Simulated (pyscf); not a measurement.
`[OH][AlH2]` + `[H]` [doublet] -> `[OH][AlH]` [doublet] + `[H][H]` (hydrogen abstraction; doublet surface; Al–H broken, H–H formed). Single points on ωB97X-D3(BJ)/def2-SVP structures (PySCF, gas phase). Rate constants from transition-state theory, ωB97M-D3(BJ)/def2-TZVP energies (ideal gas, 1 atm, RRHO with modes under 100 cm⁻¹ raised to 100, one conformer, R ln 2 for chiral ones without a mode under 150 cm⁻¹; no tunnelling), k in cm³ molecule⁻¹ s⁻¹.

```csv
T (K),1000/T,log10 k
298,3.354,-12.54
600,1.667,-11.16
900,1.111,?
1200,0.833,-10.23
```

Question: Fit an Arrhenius line to the three values, give the activation energy, and predict k at 900 K.

Answer: Least squares gives log10 k = -9.55 − 0.90 × 1000/T, so Ea = 0.90 × ln 10 × 1.987 = 4.1 kcal/mol, against an electronic barrier of 3.2. At 900 K the line gives -10.55; the computed value is -10.58 (ΔG‡ = 20.4 kcal/mol), close to the line. One saddle was located; it need not be the lowest between these sides. The angle at the transferred H is 180°.
